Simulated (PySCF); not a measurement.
C₄H₅ClN (charge -1).
SMILES: `CC[C-](Cl)C#N`

Torsions of this conformer, `[CH3:1][CH2:2][C-:3]([Cl:4])[C:5]#[N:6]`: C1–C2–C3–Cl4 62°.

The closed-shell ground state was solved at several levels (PySCF, density fitting, gas phase, non-relativistic). One conformer (not necessarily the lowest) at the PBE0-D3(BJ)/def2-SVP geometry, without solvent, vibrations or thermal averaging. The geometry's basis has no diffuse functions, a weakness for an anion. The HOMO energy is positive, so at this level the finite basis confines the outermost electrons. No diffuse functions stand in pcSseg-1 and pcSseg-2, which bears on an anion's orbital energies.

| level | basis functions | HOMO (eV) | LUMO (eV) | gap (eV) |
| --- | --- | --- | --- | --- |
| B3LYP/def2-SVPD | 167 | 0.12 | 3.85 | 3.73 |
| PBE0/pcSseg-1 | 134 | 0.16 | 5.08 | 4.92 |

Task: What might PBE/pcSseg-2 (293 basis functions) give for the same quantities?

Result: HOMO 1.01 eV, LUMO 3.46 eV, gap 2.45 eV.

Task: Over all these levels, which gives the widest orbital gap and which the narrowest?

Result: PBE0/pcSseg-1 (global hybrid, 25 % exact exchange) has the widest, 4.92 eV, and PBE/pcSseg-2 (GGA) the narrowest, 2.45 eV. Functional and basis both differ between the two, so the spread mixes both effects.
